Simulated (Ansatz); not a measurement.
# [S3]−: UCCSDT(Q)/STO-3G

What is the vertical doublet–quartet gap of [S3]− at UCCSDT(Q)/STO-3G? 

The calculation is run with Ansatz 0.2.0.

25 further runs of the same task are left out: 24 that didn't finish, 1 set aside as unsound or not needed.

## (1) The molecule

[S3]−: 3 atoms, total charge -1, spin state doublet. The shape is that of a GFN2-xTB optimisation.

Bond lengths: S1–S2 1.985 Å, S2–S3 1.983 Å. Angles: S1–S2–S3 115.4°.

## (2) The energy at UCCSDT(Q)/STO-3G

The input, molecule.yaml:

```yaml
crystal:
  periodic: [false, false, false]
  atoms:
    - {symbol: S, position_ang: [-1.117260, 0.295410, 1.265730]}
    - {symbol: S, position_ang: [0.397110, 0.584890, 0.015760]}
    - {symbol: S, position_ang: [0.720140, -0.880310, -1.281490]}
basis:
  gaussian:
    orbitals: STO-3G
total_charge: -1
magnetization:
  spin_polarized: true
  initial_magnetization: 1
correlation:
  method: ccsdt_q
  frozen_orbitals: {S: 5}
accuracy: high
scf:
  omitted_lower_state_checks: [cluster_reference, increment]
```

The run is started by

```
$ ansatz run molecule.yaml --threads 1 --pin off --max-ram 2610MiB --events-out events.jsonl --progress --plain --runs-dir runs
```

The log of the run, shortened:

```text
Warning: RAYON_NUM_THREADS=1 ignored (pool sized by the plan → 1); use --threads N
Functional definition: HF
  name "HF"
[...]
482 factors; integrals over basis functions are off by at most 8.6e-9 eV
[...]
mean field -32091.22874548 eV, -1179.3309041804 hartree, gradient 6.1e-8 eV, S^2 0.752129; 20 other end points of the search recorded, 0 dependent functions left out
15 core orbitals not correlated: weight in the atoms' cores, before any rotation towards them, 1.000 or more for the frozen orbitals, at most 0.000 for the correlated occupied ones
reference -32091.22874548 eV, -1179.3309041804 hartree; 10, 9 occupied and 2, 3 virtual orbitals, 482 factors
second order -1.42303509 eV of doubles, -0.00000000 eV of singles
cycle   1  -1.70312150 eV  change   -2.8e-1 eV  update   9.2e-2
[...]
cycle  34  -2.18635280 eV  change   8.4e-10 eV  update   1.9e-9
perturbative correction -0.00317439 eV, -0.0001166568 hartree
Total energy: -32093.41827268 eV, -1179.4113678208 hartree
Checks for a lower state left out: cluster_reference, increment
```

Run time: 2.5 s. Hardware: 1 thread of Arm Neoverse V1, shared host; peak memory 0.11 GiB.

## (3) The quartet at the same level

The input, in.yaml:

```yaml
crystal:
  periodic: [false, false, false]
  atoms:
    - {symbol: S, position_ang: [-1.117260, 0.295410, 1.265730]}
    - {symbol: S, position_ang: [0.397110, 0.584890, 0.015760]}
    - {symbol: S, position_ang: [0.720140, -0.880310, -1.281490]}
basis:
  gaussian: {orbitals: STO-3G}
total_charge: -1
magnetization: {spin_polarized: true, initial_magnetization: 3}
correlation: {method: ccsdt_q, frozen_orbitals: {S: 5}}
accuracy: high
scf: {omitted_lower_state_checks: [cluster_reference, increment]}
```

The run is started by

```
$ ansatz run in.yaml --threads 1 --pin off --max-ram 2610MiB --events-out events.jsonl --progress --plain --runs-dir runs
```

The log of the run, shortened:

```text
Warning: RAYON_NUM_THREADS=1 ignored (pool sized by the plan → 1); use --threads N
[... 2 set-up lines as earlier in the session ...]
[...]
482 factors; integrals over basis functions are off by at most 8.6e-9 eV
[...]
mean field -32087.28356453 eV, -1179.1859214546 hartree, gradient 1.9e-8 eV, S^2 3.774172; 10 other end points of the search recorded, 0 dependent functions left out
15 core orbitals not correlated: weight in the atoms' cores, before any rotation towards them, 1.000 or more for the frozen orbitals, at most 0.000 for the correlated occupied ones
reference -32087.28356453 eV, -1179.1859214546 hartree; 11, 8 occupied and 1, 4 virtual orbitals, 482 factors
second order -0.68905283 eV of doubles, -0.00000000 eV of singles
cycle   1  -0.89043772 eV  change   -2.0e-1 eV  update   6.2e-2
[...]
cycle  37  -1.20945396 eV  change   -1.4e-9 eV  update   1.3e-9
perturbative correction -0.00045655 eV, -0.0000167778 hartree
Total energy: -32088.49347504 eV, -1179.2303848456 hartree
Checks for a lower state left out: cluster_reference, increment
```

Run time: 1.6 s. Hardware: 1 thread of Arm Neoverse V1, shared host; peak memory 0.098 GiB.

## (4) Summary of results

Level: UCCSDT(Q)/STO-3G, 15 core orbitals frozen.

```
                                             quantity           value
                                doublet: total energy  -1179.41137 Eh
doublet: correlation energy (15 core orbitals frozen)       -80.5 mEh
           doublet: ⟨S²⟩ of the reference determinant           0.752
                               doublet: T1 diagnostic           0.064
                                quartet: total energy  -1179.23038 Eh
quartet: correlation energy (15 core orbitals frozen)       -44.5 mEh
           quartet: ⟨S²⟩ of the reference determinant           3.774
                               quartet: T1 diagnostic           0.025
     vertical energy of the quartet above the doublet        4.925 eV
```

What this shows: At this shape the quartet lies 4.92 eV (114 kcal/mol) above the doublet. For an anion a state so high probably lies above electron detachment. In a minimal basis such a difference can be off by several eV, whatever the method. The T1 diagnostic (doublet) of 0.064 is above the customary mark for such species, so a single reference may not serve.
